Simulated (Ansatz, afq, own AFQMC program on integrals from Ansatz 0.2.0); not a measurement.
# CH$_{2}$⁻, doublet in aug-cc-pVDZ, levels against CCSDT(Q)

| atom | x (Å) | y (Å) | z (Å) |
| --- | --- | --- | --- |
| C | 0.0000 | -0.1088 | 0.0071 |
| H | 0.0000 | 0.6887 | -0.9594 |
| H | 0.0000 | 0.6073 | 0.8750 |

Basis aug-cc-pVDZ. Noble-gas cores (and the filled d shells of Ga–Kr and In–Xe) are frozen. Ansatz 0.2.0 and our own AFQMC program on the same integrals; the CISD trial comes from CCSD amplitudes, and released means the phaseless constraint is let go. Error bars are statistical, one sigma.

Determinant: ROHF, the one that the program's search chose, which needn't be the lowest solution. The geometry is a point of a scan.

No full CI on the walks' own integrals is used here; CCSDT(Q) serves as the reference and is uncertain by about the last step of the cluster series.

Cautions: the released energies are still falling, so no released level is given (meV from the phaseless value at times in 1/Eh: -12 ± 10 at 0.24, -14 ± 10 at 0.51, -23 ± 9 at 0.99, -31 ± 10 at 1.62, -40 ± 14 at 2.40), though the last usable value meets CCSDT(Q) within the noise; the ph-AFQMC/HF walk drifts between its halves (2.0 errors).

* T1 diagnostic: 0.0236
* weight of the determinant in the CISD state: 0.906
* size of the correlated space: 7 electrons in 40 orbitals

Reference: CCSDT(Q), correlation energy -4.890 eV.

```json
{"level": "HF", "E − E(reference) (meV)": "4890.0", "share of correlation (%)": "0.00"}
{"level": "MP2", "E − E(reference) (meV)": "773.3", "share of correlation (%)": "84.19"}
{"level": "CCSD", "E − E(reference) (meV)": "202.1", "share of correlation (%)": "95.87"}
{"level": "CCSD(T)", "E − E(reference) (meV)": "32.5", "share of correlation (%)": "99.33"}
{"level": "CCSDT", "E − E(reference) (meV)": "9.7", "share of correlation (%)": "99.80"}
{"level": "ph-AFQMC/HF", "E − E(reference) (meV)": "-28.1 ± 56.8", "share of correlation (%)": "100.58"}
{"level": "ph-AFQMC/CISD", "E − E(reference) (meV)": "18.7 ± 14.3", "share of correlation (%)": "99.62"}
```

A walk keeps the symmetry of its determinant, which the program's search chose and which needn't be the lowest solution, so a lower state of the same spin and another symmetry isn't excluded.
